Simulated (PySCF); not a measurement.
Protonation sites of butyraldehyde

Molecule: butyraldehyde, `CCCC=O` (C4H8O). Numbering: `[CH3:1][CH2:2][CH2:3][CH:4]=[O:5]`

These are calculated values, PBE0-D3(BJ)/def2-TZVP in PySCF (grid level 2) at geometries from PBE0-D3(BJ)/def2-SVP. Zero-point and thermal terms (298.15 K, 1 bar) come from unscaled GFN2-xTB harmonic frequencies, with soft modes damped to free rotors in the entropy. These were taken at the GFN2-xTB minima.

| site | product | PA / kJ/mol | GB / kJ/mol |
| --- | --- | --- | --- |
| O5 (carbonyl oxygen) | `CCCC=[OH+]` | 809 | 777 |

PA is −ΔH and GB is −ΔG of B + H⁺ → BH⁺ in the gas phase. Sites whose products fell apart, merged with another or lost in a GFN2-xTB screen aren't listed.

In water the product from O5 is solvated 247 kJ/mol more strongly than the parent (electrostatics only).

Measured values (NIST Chemistry WebBook, evaluated or the median of agreeing entries): proton affinity (−ΔH) 793 kJ/mol (computed 809, difference 16); gas-phase basicity (−ΔG) 761 kJ/mol (computed 777, difference 17).

Differences come from unrounded values, so a last digit can differ from that of the printed terms.
